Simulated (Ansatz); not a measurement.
The first iterations of a band of C3H5FS (10 atoms, charge 0, multiplicity 1).

Level of theory: Ansatz 0.2.0, RKS PBE-D4/def2-SVP.

```json
{
 "movable images": "7",
 "climbing image": "yes",
 "spring": "5.0 eV/Å²",
 "optimiser": "quadratic models (default)",
 "start path": "IDPP",
 "force threshold": "0.05 eV/Å",
 "iteration limit": "60",
 "end points": "relaxed"
}
```

First end point:

```xyz
10
Properties=species:S:1:pos:R:3
C -0.482 1.157 1.145
C 0.167 0.153 0.536
F 1.427 -0.173 0.916
C -0.324 -0.721 -0.570
S 0.627 -0.502 -2.138
H -0.002 1.726 1.953
H -1.501 1.423 0.835
H -1.373 -0.475 -0.818
H -0.281 -1.788 -0.265
H 1.825 -0.851 -1.592
```

Last end point:

```xyz
10
Properties=species:S:1:pos:R:3
C -0.485 1.153 1.150
C 0.169 0.158 0.532
F 1.436 -0.155 0.900
C -0.322 -0.718 -0.571
S 0.630 -0.508 -2.139
H -1.510 1.408 0.849
H -0.006 1.723 1.957
H -1.371 -0.470 -0.820
H -0.285 -1.784 -0.263
H 1.828 -0.857 -1.592
```

| iteration | highest image above the first end (eV) | largest band force component (eV/Å) |
| --- | --- | --- |
| 1 | 3.478 | 1.739 |
| 2 | 3.287 | 1.170 |
| 3 | 3.323 | 0.714 |
| 4 | 3.261 | 1.542 |
| 5 | 3.237 | 1.975 |
| 6 | 3.291 | 1.499 |
| 7 | 3.195 | 1.836 |
| 8 | 2.747 | 1.883 |
| 9 | 3.134 | 1.865 |
| 10 | 3.363 | 2.036 |
| 11 | 2.913 | 1.247 |
| 12 | 2.975 | 1.583 |
| 13 | 3.115 | 1.587 |
| 14 | 3.396 | 1.659 |
| 15 | 3.652 | 1.550 |

**Question.** Does the band converge within its limit, and where does its top end?

**Answer.** The run converged. It ended after 46 iterations with the highest image 3.196 eV above the first end. Neighbouring images differ by up to 1.9 eV, so the band resolves the path poorly. A vibrational analysis at the climbing image gives one clearly imaginary mode, 2098i cm⁻¹: a first-order saddle point.

Run time: 8.7 min on 2 threads of Arm Neoverse V1, on a shared host, peak memory 0.19 GiB.
